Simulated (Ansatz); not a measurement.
**Al₂H₂ (triplet): wave-function methods side by side at distance Al1–Al2 = 2.509 Å, 6-31G**

Aim: climb from Hartree-Fock through coupled cluster and multireference methods for Al₂H₂ (triplet) at one geometry and basis, and see what each rung misses.

Method: 6-31G, core rule «outside noble gas», up to 10 orbitals frozen; program: Ansatz 0.2.0, Gaussian basis.

Plan: UHF; CCSD(T) on ROHF; CCSD(T) on UHF; BCCD(T) on ROHF; CISD; CCSDT(Q) on ROHF; CCSDT(Q) on UHF; CISDTQ; CASSCF and MRCISD+Q, 4 electrons in 4 orbitals; CASSCF and NEVPT2, 4 electrons in 4 orbitals; CASSCF and MRCISD+Q, 8 electrons in 10 orbitals; CASSCF and NEVPT2, 8 electrons in 10 orbitals; Full CI.

20 further runs of the same task are left out: 16 that didn't finish, 4 set aside as unsound or not needed.

### Step 1. What is computed

The geometry derives from a PBE0/def2-TZVP stationary point (not a proven minimum). One bond is set to the value named and the two fragments are kept rigid.

4 atoms, charge 0, spin multiplicity 3.

Atoms are counted from 1 here; the program's logs count them from 0.

Bond lengths: Al1–Al2 2.509 Å, Al1–H3 1.575 Å, Al2–H4 1.575 Å. Angles: Al2–Al1–H3 180.0°, Al1–Al2–H4 180.0°.

### Step 2. UHF

in.yaml

```yaml
crystal:
  periodic: [false, false, false]
  atoms:
    - {symbol: Al, position_ang: [0.000000, 0.000000, 1.254500]}
    - {symbol: Al, position_ang: [0.000000, 0.000000, -1.254500]}
    - {symbol: H, position_ang: [0.000000, 0.000000, 2.829043]}
    - {symbol: H, position_ang: [0.000000, 0.000000, -2.829043]}
basis:
  gaussian: {orbitals: 6-31G}
magnetization: {spin_polarized: true, initial_magnetization: 2}
hamiltonian: {xc: hf}
output: {orbitals: {seedname: orbitals}}
```

Started as:

```
$ ansatz run in.yaml --threads 1 --pin off --events-out ev --progress --plain --max-ram 2393MiB
```

Further steps of the session: CCSD(T) on ROHF; CCSD(T) on UHF; BCCD(T) on ROHF; CISD; CCSDT(Q) on ROHF; CCSDT(Q) on UHF; CISDTQ; CASSCF and MRCISD+Q, 4 electrons in 4 orbitals; CASSCF and NEVPT2, 4 electrons in 4 orbitals; CASSCF and MRCISD+Q, 8 electrons in 10 orbitals; CASSCF and NEVPT2, 8 electrons in 10 orbitals; Full CI.

**Question.** What will the summary of the whole plan be? Wanted: FCI from the RHF energy; RMP2 from FCI; UMP2 from FCI; RCCSD from FCI; RCCSD(T) from FCI; UCCSD(T) from FCI; RCCSDT(Q) from FCI; UCCSDT(Q) from FCI; NEVPT2 pair from FCI.

As calculated:

```
                         quantity                                                                                                                       value
          FCI from the ROHF energy                                                                                                                  -2.5103 eV
                    RMP2 from FCI                                                                                                             +18.83 kcal/mol
                    UMP2 from FCI                                                                                                             +18.16 kcal/mol
                   RCCSD from FCI                                                                                                              +2.27 kcal/mol
                RCCSD(T) from FCI                                                                                                              +0.85 kcal/mol
                UCCSD(T) from FCI                                                                                                              +0.86 kcal/mol
               RCCSDT(Q) from FCI                                                                                                              +0.08 kcal/mol
               UCCSDT(Q) from FCI                                                                                                              +0.08 kcal/mol
             NEVPT2 pair from FCI                                                                                                             +18.00 kcal/mol
           MRCISD+Q pair from FCI                                                                                                              +0.20 kcal/mol
          NEVPT2 valence from FCI                                                                                                              +4.00 kcal/mol
levels within 1 kcal/mol (43 meV)  RCCSD(T), UCCSD(T), BCCD(T), RCCSDT, UCCSDT, CISDTQ, RCCSDT(Q), UCCSDT(Q), MRCISD+Q pair, MRCISD valence, MRCISD+Q valence
                    T1 diagnostic                                                                                                                       0.025
   effectively unpaired electrons                                                                                                                        2.07
```

What this shows: RCCSD(T) misses by +0.85 kcal/mol, 1.5 % of the correlation energy. One determinant dominates. Of the multireference levels listed MRCISD+Q valence comes nearest in total energy (+0.13 kcal/mol), which doesn't show that its space is the better one. These misses are within one basis, not against nature; the frozen cores of restricted and unrestricted runs differ, which can shift their rows.

Levels on UHF freeze UHF's core orbitals, full CI those of ROHF, so the U rows can settle a little off it for that reason alone.

With open shells the CI space here admits some triples and quadruples, so it is larger than plain CISD.
